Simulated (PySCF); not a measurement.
# C3H5Cl2: g tensor and hyperfine couplings

C3H5Cl2 (doublet state).
Z-matrix (Å and degrees, GFN2-xTB geometry), rows numbered from 1:
```
C 
C   1  1.4248
Cl  2  1.9314  1  106.74
C   2  1.5113  1  116.42  3   115.02
Cl  4  1.7859  2  108.71  1    69.82
H   1  1.0742  2  120.48  3   -88.00
H   1  1.0730  2  120.43  3    82.08
H   2  1.0893  1  114.29  3  -110.73
H   4  1.0895  2  111.26  1   -48.26
H   4  1.0890  2  111.70  1  -171.98
```

The hyperfine couplings belong to this conformer and change with its torsions.

The species is `[CH2][C@@H](Cl)CCl` [radical].

Theory: UKS B3LYP, pcH-1 on C Cl H, non-relativistic, mean-field spin-orbit, GIAO (PySCF). One conformer (not necessarily the lowest) at the GFN2-xTB geometry, without solvent, vibrations or thermal averaging. A GFN2-xTB geometry isn't a minimum of the functional, and hyperfine couplings can be far from their values at a DFT geometry. The SCF solution wasn't tested for stability.

* g1, g2, g3: 2.00135, 2.00220, 2.00612
* g_iso: 2.00322
* Form of g: rhombic: the two nearest values differ by 18 % of g3 − g1
* ⟨S²⟩: 0.7560 (exact 0.7500)
* α and β electrons: 29, 28
* HOMO–LUMO gap, α and β orbitals: 6.27, 5.17 eV
* Total energy: -1037.68866 Eh
* Basis functions: 195

Hyperfine couplings atom by atom, in 10⁻⁴ cm⁻¹; T1 to T3 are the principal values of the dipolar part (1 × 10⁻⁴ cm⁻¹ = 2.998 MHz):

| atom | isotope | a_iso | of which spin–orbit | T1 | T2 | T3 | Mulliken spin population |
| --- | --- | --- | --- | --- | --- | --- | --- |
| C1 | 13C | 27.0 | 0.0 | -25.3 | -25.0 | 50.3 | 0.95 |
| C2 | 13C | -3.7 | 0.0 | -1.8 | 0.1 | 1.7 | -0.07 |
| Cl3 | 35Cl | 17.3 | 0.5 | -13.0 | -12.2 | 25.3 | 0.18 |
| C4 | 13C | 1.8 | 0.0 | -0.4 | -0.3 | 0.7 | 0.00 |
| Cl5 | 35Cl | 1.1 | 0.0 | -1.0 | -0.5 | 1.5 | 0.00 |
| H6 | 1H | -19.0 | 0.0 | -11.9 | -0.6 | 12.5 | -0.04 |
| H7 | 1H | -19.3 | 0.0 | -11.9 | -0.5 | 12.4 | -0.04 |
| H8 | 1H | 7.9 | 0.0 | -2.2 | -0.8 | 3.0 | 0.01 |
| H9 | 1H | -0.5 | 0.0 | -1.0 | -0.7 | 1.8 | 0.00 |
| H10 | 1H | -0.1 | 0.0 | -0.7 | -0.3 | 1.0 | 0.00 |

The largest Mulliken spin populations are on C1 (+0.95), Cl3 (+0.18) and C2 (-0.07). The positive populations add up to 1.15 and the negative ones to -0.15, together 2S = 1. The angles at C1 add up to 359.3°, so it is planar; its axial dipolar tensor and the negative couplings of its protons fit spin in a p orbital normal to that plane.

Under fast tumbling the dipolar parts average out, and these isotropic splittings remain: 1 × 1H (H7, I = 1/2, 2 lines) with 2.06 mT, 1 × 1H (H6, I = 1/2, 2 lines) with 2.03 mT, 1 × 35Cl (Cl3, I = 3/2, 4 lines) with 1.85 mT, 1 × 1H (H8, I = 1/2, 2 lines) with 0.84 mT, 1 × 35Cl (Cl5, I = 3/2, 4 lines) with 0.12 mT and 1 × 1H (H9, I = 1/2, 2 lines) with 0.06 mT.

H6 and H7 aren't averaged: C1 is flat or nearly so (angle sum 359°), and its turn about the short C1–C2 bond (1.42 Å) is taken as slow.

Main isotope only: 35Cl (natural samples also hold 24 % 37Cl, magnetic too, which adds its own pattern).

The 13C coupling of C1 (80.9 MHz) shows only in satellite lines or after enrichment, since that isotope makes up about 1.07 % of natural carbon.

β density exceeds α density at some nuclei, such as H7 (-0.0129), H6 (-0.0127) and C2 (-0.0098), spin density in bohr⁻³. In a single determinant that takes different orbitals for the two spins, that is spin polarisation.
